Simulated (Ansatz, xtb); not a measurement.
System: C2H8N, net charge 1, singlet state. It need not be the lowest isomer of its formula. SMILES: [NH3+]CC
Coordinates optimised at B3LYP-D3(BJ)/def2-TZVP (Ansatz, a program for electronic structure):
```xyz
11

C      1.2581    -0.3953    -0.0017
C      0.1199     0.6002    -0.0084
N     -1.2224    -0.1249     0.0082
H      2.2005     0.1516    -0.0138
H      1.2498    -1.0158     0.8961
H      1.2403    -1.0387    -0.8830
H      0.1116     1.2216    -0.9020
H      0.1211     1.2444     0.8690
H     -1.3087    -0.7136     0.8409
H     -1.3176    -0.7348    -0.8082
H     -2.0083     0.5301     0.0039
```
Charge +1, spin multiplicity 1.

Harmonic wavenumbers from GFN2-xTB (xtb, at its own minimum), cm⁻¹: 201, 250, 374, 812, 895, 899, 909, 1047, 1145, 1184, 1237, 1302, 1373, 1418, 1424, 1438, 1454, 1471, 1479, 3023, 3025, 3057, 3060, 3082, 3228, 3238, 3256.

Problem. Give the harmonic wavenumbers at B3LYP-D3(BJ)/def2-TZVP (Ansatz, finite differences of forces, unscaled).

Solution. 215, 263, 377, 796, 818, 940, 944, 1007, 1193, 1236, 1354, 1410, 1434, 1490, 1493, 1511, 1513, 1661, 1666, 3045, 3093, 3108, 3128, 3150, 3387, 3462, 3468 cm⁻¹. Zero-point energy 67.4 kcal/mol.

Problem. From these and the geometry, give the ideal-gas thermochemistry at 298.15 K and 1 atm (rigid rotor, harmonic oscillator).

Solution. Point group Cs, rotational symmetry number 1. Rotational constants 29.49, 8.337, 7.36 GHz. S(trans) 37.41, S(rot) 22.70, S(vib) 5.62, S(elec, spin only) 0.00, S 65.7 cal/(mol K). H(298) - H(0) 3.44 kcal/mol; G - E(el) 51.3 kcal/mol.
